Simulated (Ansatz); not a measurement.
A nudged elastic band was laid between two geometries of BH4OSi (7 atoms, charge -1, multiplicity 1).

Level of theory: RKS PBE-D4/6-31G in Ansatz.

```
movable images  : 5
climbing image  : yes
spring          : 5.0 eV/Å²
optimiser       : quadratic models (default)
start path      : IDPP
force threshold : 0.05 eV/Å
iteration limit : 60
end points      : relaxed
```

First end point:

```xyz
7
Properties=species:S:1:pos:R:3
O -1.784 -1.261 0.608
B -0.538 -1.264 0.221
Si 0.365 0.674 -0.135
H 0.218 -2.225 0.018
H 1.846 0.923 -0.554
H 0.255 1.647 1.063
H -0.362 1.504 -1.221
```

Last end point:

```xyz
7
Properties=species:S:1:pos:R:3
O -0.802 -1.838 -1.071
B -0.440 -1.318 0.070
Si 0.248 0.737 0.029
H -0.424 -1.835 1.196
H 1.495 0.959 -0.861
H 0.661 1.573 1.280
H -0.737 1.722 -0.643
```

Problem. Which bonds break or form, and what moves?

Solution. No bond is made or broken. The dihedral O1–B2–Si3–H6 goes from 54 to 177°. The two ends are copies of one structure, up to a mirror image or an exchange of like atoms.

Problem. Give the energies along the band, and the barrier.

Solution. It converged. The highest image is number 3 of 0 to 6, 0.009 eV above the ends, which have the same energy within 2 meV. A vibrational analysis at the climbing image gives one clearly imaginary mode, 52i cm⁻¹: a first-order saddle point. Limits of this set-up: no polarisation functions, an anion without diffuse functions, the dipole of an ion depends on the origin.

```csv
image,path coordinate (Å),energy (eV),dihedral O1–B2–Si3–H6 (°)
0,0.00,0.000,54
1,0.47,0.002,74
2,0.95,0.007,95
3,1.42,0.009,118
4,1.89,0.007,140
5,2.36,0.003,159
6,2.83,0.000,177
```

Problem. What is the geometry of the highest image?

Solution. 
```xyz
7
Properties=species:S:1:pos:R:3
O -1.702 -1.578 -0.348
B -0.530 -1.282 0.138
Si 0.289 0.716 -0.086
H 0.257 -2.011 0.763
H 1.672 0.883 -0.780
H 0.568 1.540 1.204
H -0.553 1.732 -0.890
```

Time of the run: 33 s on 1 thread of Arm Neoverse V2 (shared host), peak memory 0.087 GiB.
